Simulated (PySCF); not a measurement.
## Fractional electron number in S (sulfur, neutral)

The 3p beta orbital of [Ne] 3s2 3p4 is emptied in steps (occupation f), with all orbitals relaxed, ending at [Ne] 3s2 3p3. All numbers are calculated (PySCF 2.14, the non-relativistic Hamiltonian (point nucleus), in def2-TZVP). The exact energy is a straight line in f; departures are measured from the line between the end points of the same method.

```json
{"f": "1", "UHF (eV)": "0.000", "LDA (eV)": "0.000", "PBE (eV)": "0.000", "PBE0 (eV)": "0.000", "r2SCAN (eV)": "0.000", "LC-wPBE (eV)": "0.000", "BHandHLYP (eV)": "0.000", "wB97X (eV)": "0.000", "B3LYP (eV)": "0.000", "TPSS (eV)": "0.000"}
{"f": "0.9", "UHF (eV)": "0.094", "LDA (eV)": "-0.403", "PBE (eV)": "-0.392", "PBE0 (eV)": "-0.273", "r2SCAN (eV)": "-0.360", "LC-wPBE (eV)": "-0.022", "BHandHLYP (eV)": "-0.165", "wB97X (eV)": "-0.060", "B3LYP (eV)": "-0.307", "TPSS (eV)": "-0.377"}
{"f": "0.7", "UHF (eV)": "0.210", "LDA (eV)": "-0.943", "PBE (eV)": "-0.913", "PBE0 (eV)": "-0.636", "r2SCAN (eV)": "-0.834", "LC-wPBE (eV)": "-0.050", "BHandHLYP (eV)": "-0.389", "wB97X (eV)": "-0.142", "B3LYP (eV)": "-0.718", "TPSS (eV)": "-0.878"}
{"f": "0.5", "UHF (eV)": "0.242", "LDA (eV)": "-1.126", "PBE (eV)": "-1.085", "PBE0 (eV)": "-0.754", "r2SCAN (eV)": "-0.983", "LC-wPBE (eV)": "-0.055", "BHandHLYP (eV)": "-0.468", "wB97X (eV)": "-0.173", "B3LYP (eV)": "-0.857", "TPSS (eV)": "-1.042"}
{"f": "0.3", "UHF (eV)": "0.196", "LDA (eV)": "-0.948", "PBE (eV)": "-0.908", "PBE0 (eV)": "-0.629", "r2SCAN (eV)": "-0.814", "LC-wPBE (eV)": "-0.041", "BHandHLYP (eV)": "-0.397", "wB97X (eV)": "-0.151", "B3LYP (eV)": "-0.721", "TPSS (eV)": "-0.870"}
{"f": "0.1", "UHF (eV)": "0.081", "LDA (eV)": "-0.406", "PBE (eV)": "-0.386", "PBE0 (eV)": "-0.267", "r2SCAN (eV)": "-0.343", "LC-wPBE (eV)": "-0.015", "BHandHLYP (eV)": "-0.173", "wB97X (eV)": "-0.069", "B3LYP (eV)": "-0.310", "TPSS (eV)": "-0.370"}
{"f": "0", "UHF (eV)": "0.000", "LDA (eV)": "0.000", "PBE (eV)": "0.000", "PBE0 (eV)": "0.000", "r2SCAN (eV)": "0.000", "LC-wPBE (eV)": "0.000", "BHandHLYP (eV)": "0.000", "wB97X (eV)": "0.000", "B3LYP (eV)": "0.000", "TPSS (eV)": "0.000"}
```

```csv
method,E(f=0) − E(f=1) (eV),−ε at f=1 (eV),−ε at f=0.5 (eV)
UHF,9.232,10.294,9.189
LDA,10.558,6.092,10.544
PBE,10.420,6.072,10.437
PBE0,10.400,7.364,10.420
r2SCAN,10.376,6.361,10.435
LC-wPBE,10.511,10.259,10.535
BHandHLYP,10.355,8.528,10.330
wB97X,10.454,9.790,10.428
B3LYP,10.545,7.142,10.535
TPSS,10.452,6.264,10.475
```

Orbital energy along the path (eV):

```tsv
f	UHF	LDA	PBE	PBE0	r2SCAN	LC-wPBE	BHandHLYP	wB97X	B3LYP	TPSS
1	-10.294	-6.092	-6.072	-7.364	-6.361	-10.259	-8.528	-9.790	-7.142	-6.264
0.9	-10.047	-6.969	-6.939	-7.974	-7.185	-10.317	-8.880	-9.916	-7.814	-7.103
0.7	-9.594	-8.745	-8.685	-9.199	-8.823	-10.431	-9.596	-10.170	-9.168	-8.790
0.5	-9.189	-10.544	-10.437	-10.420	-10.435	-10.535	-10.330	-10.428	-10.535	-10.475
0.3	-8.826	-12.357	-12.175	-11.624	-11.991	-10.616	-11.087	-10.703	-11.912	-12.138
0.1	-8.497	-14.170	-13.869	-12.787	-13.453	-10.659	-11.877	-11.043	-13.295	-13.755
0	-8.344	-15.073	-14.683	-13.341	-14.177	-10.662	-12.292	-11.243	-13.986	-14.551
```

Reference removal energy between the ground levels: 10.360 eV (measured; NIST Atomic Spectra Database, ionization energies). The calculation has no spin-orbit coupling. UHF lacks correlation.
